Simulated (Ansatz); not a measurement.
Results of r²SCAN in Ansatz (plane waves, PAW) for trigonal Se.

Numerical settings: plane-wave cutoff 600 eV, 12×12×8 k mesh (along the axes of the cell as run), scalar-relativistic PAW data made under PBE.

Cell (relaxed at this level):

```cif
data_Se3
_chemical_formula_sum 'Se3'
_space_group_name_H-M_alt 'P3121'
_space_group_IT_number 152
_space_group_name_Hall 'P 31 2"'
_cell_length_a 4.50598
_cell_length_b 4.50598
_cell_length_c 4.99138
_cell_angle_alpha 90.000
_cell_angle_beta 90.000
_cell_angle_gamma 120.000
loop_
_atom_site_label
_atom_site_type_symbol
_atom_site_symmetry_multiplicity
_atom_site_Wyckoff_symbol
_atom_site_fract_x
_atom_site_fract_y
_atom_site_fract_z
_atom_site_occupancy
Se1 Se 3 a 0.78293 0.78293 0.00000 1
```

Q: Predict the elastic constant C44, Voigt–Reuss–Hill shear modulus (Hill average), Voigt–Reuss–Hill bulk modulus, elastic constant C11, elastic constant C66, elastic constant C12, elastic constant C13 and elastic constant C33.

A: 
- elastic constant C44: 13.6 GPa
- Voigt–Reuss–Hill shear modulus (Hill average): 7.54 GPa
- Voigt–Reuss–Hill bulk modulus: 13.8 GPa
- elastic constant C11: 12.9 GPa
- elastic constant C66: 3.87 GPa
- elastic constant C12: 5.14 GPa
- elastic constant C13: 13.3 GPa
- elastic constant C33: 80.1 GPa

Note: the cell comes from a level without a dispersion term, which matters for the spacing of layers, chains or molecules.

Elastic constants are with the ions relaxed.

Cost on a shared machine: roughly 90 core-minutes.

Ansatz is a quantum-chemistry and plane-wave program.
